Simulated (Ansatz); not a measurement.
Density of states of HfMo$_{2}$ (Fd-3m, a = 7.492 Å, b = 7.492 Å, c = 7.492 Å, α = 90.00°, β = 90.00°, γ = 90.00°), in states per eV and primitive cell, averaged over bins of 0.3 eV. Theory: Ansatz, DFT PBEsol, scalar-relativistic, plane waves, PAW.

Cutoff 420 eV; k points 8×8×8 on the computed 6-atom cell (Γ-centred); Gaussian smearing, width 0.10 eV; no spin polarisation.

The cell is relaxed at this level. The states (both spins) are summed by tetrahedra on a 12×12×12 mesh at the self-consistent density. Energies are bin centres; the table starts no lower than −8 eV and ends at 6 eV, or lower where the solved bands end.

It is a metal at this level.

| E − E_F (eV) | total | Mo 4d | Hf 5d | Mo 5s | Hf 6s |
| --- | --- | --- | --- | --- | --- |
| -6.80 | 0.14 | 0.00 | 0.00 | 0.08 | 0.04 |
| -6.50 | 0.27 | 0.00 | 0.00 | 0.16 | 0.09 |
| -6.20 | 0.38 | 0.00 | 0.00 | 0.22 | 0.12 |
| -5.90 | 0.49 | 0.01 | 0.00 | 0.27 | 0.16 |
| -5.60 | 0.79 | 0.20 | 0.01 | 0.32 | 0.20 |
| -5.30 | 1.24 | 0.50 | 0.02 | 0.39 | 0.25 |
| -5.00 | 2.01 | 1.02 | 0.07 | 0.50 | 0.31 |
| -4.70 | 2.81 | 1.47 | 0.17 | 0.55 | 0.49 |
| -4.40 | 3.47 | 1.78 | 0.30 | 0.58 | 0.67 |
| -4.10 | 6.53 | 4.06 | 0.73 | 0.63 | 0.92 |
| -3.80 | 4.98 | 3.43 | 0.81 | 0.39 | 0.24 |
| -3.50 | 6.29 | 4.15 | 1.16 | 0.72 | 0.09 |
| -3.20 | 5.99 | 4.52 | 0.82 | 0.44 | 0.07 |
| -2.90 | 4.10 | 3.13 | 0.64 | 0.19 | 0.04 |
| -2.60 | 7.57 | 6.27 | 0.89 | 0.20 | 0.07 |
| -2.30 | 10.64 | 8.63 | 1.28 | 0.37 | 0.18 |
| -2.00 | 6.35 | 4.83 | 0.91 | 0.36 | 0.12 |
| -1.70 | 7.30 | 5.10 | 1.41 | 0.48 | 0.11 |
| -1.40 | 8.29 | 5.65 | 1.80 | 0.42 | 0.15 |
| -1.10 | 9.69 | 5.98 | 2.51 | 0.60 | 0.18 |
| -0.80 | 9.05 | 4.93 | 2.93 | 0.60 | 0.11 |
| -0.50 | 4.56 | 2.20 | 1.71 | 0.29 | 0.05 |
| -0.20 | 3.30 | 1.89 | 0.92 | 0.25 | 0.03 |
| 0.10 | 3.14 | 1.85 | 0.85 | 0.23 | 0.03 |
| 0.40 | 3.85 | 2.48 | 0.95 | 0.20 | 0.05 |
| 0.70 | 6.13 | 4.09 | 1.60 | 0.17 | 0.09 |
| 1.00 | 6.87 | 4.24 | 2.19 | 0.16 | 0.08 |
| 1.30 | 6.43 | 3.55 | 2.38 | 0.18 | 0.09 |
| 1.60 | 3.99 | 1.96 | 1.60 | 0.11 | 0.13 |
| 1.90 | 5.97 | 3.93 | 1.60 | 0.08 | 0.16 |
| 2.20 | 7.72 | 5.59 | 1.63 | 0.10 | 0.13 |
| 2.50 | 6.06 | 4.12 | 1.45 | 0.12 | 0.11 |
| 2.80 | 7.52 | 4.96 | 2.00 | 0.14 | 0.12 |
| 3.10 | 6.52 | 3.89 | 2.15 | 0.10 | 0.19 |
| 3.40 | 3.30 | 1.79 | 1.25 | 0.06 | 0.07 |
| 3.70 | 2.60 | 1.21 | 1.12 | 0.08 | 0.08 |
| 4.00 | 4.68 | 2.06 | 2.18 | 0.12 | 0.13 |
| 4.30 | 5.28 | 2.05 | 2.72 | 0.18 | 0.11 |

The columns after the total are the main Löwdin projections on the occupied valence shells of the potentials; 4 others are left out. The rest of the total lies in those, in shells that are empty in the free atom, which aren't projected, and between the atoms.

Spin-orbit coupling is left out, which matters for the bands of heavy elements.

Cost: 1 run of about 1.2 core-minutes, on Arm Neoverse V2 (shared hosts).